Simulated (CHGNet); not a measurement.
## Zinc-blende HgTe

The numbers are results of the machine-learned potential CHGNet 0.3.0 (trained on PBE and PBE+U data), not measurements.

Cell: relaxed at this level.

```
Quantity                    Value
------------------  -------------
lattice constant a        6.656 Å
volume per atom     36.85 Å³/atom
```

Measured, for comparison: lattice constant a 6.46 Å, equilibrium volume per atom 33.70 Å³/atom (room temperature, no zero-point or thermal correction; as tabulated in Cava et al. (2013), arXiv:1302.1059). Computed (rounded) less measured: lattice constant a +3.0 %, equilibrium volume per atom +9.3 %.

A machine-learned potential is trained on density-functional data: it inherits that level's misses and adds fitting errors of its own.

Note: this model's volume lies 9 % above that of the starting cell (a measured, published or database cell).
